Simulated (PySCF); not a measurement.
# Ar: ionisation energy

Ar [Ar] (1S) → Ar⁺ [Ne] 3s2 3p5 (2P), as a difference of total energies. All numbers are calculated (PySCF 2.14, no relativity, point nucleus, in aug-cc-pV(5+d)Z). Correlated levels: valence: [Ne] frozen. The calculations carry no spin-orbit coupling.

| method | ionisation energy (eV) | error (eV) |
| --- | --- | --- |
| UHF | 14.548 | -1.271 |
| LDA | 15.989 | +0.170 |
| PBE | 15.701 | -0.118 |
| PBE0 | 15.712 | -0.107 |
| r2SCAN | 15.759 | -0.060 |
| PBEsol | 15.716 | -0.103 |
| TPSS | 15.692 | -0.127 |
| revPBE | 15.639 | -0.180 |
| MP2 (valence) | 15.894 | +0.075 |
| SCS-MP2 (valence) | 15.813 | -0.006 |

Reference: 15.819 eV (measured; NIST levels, between the centres of gravity of the two terms).
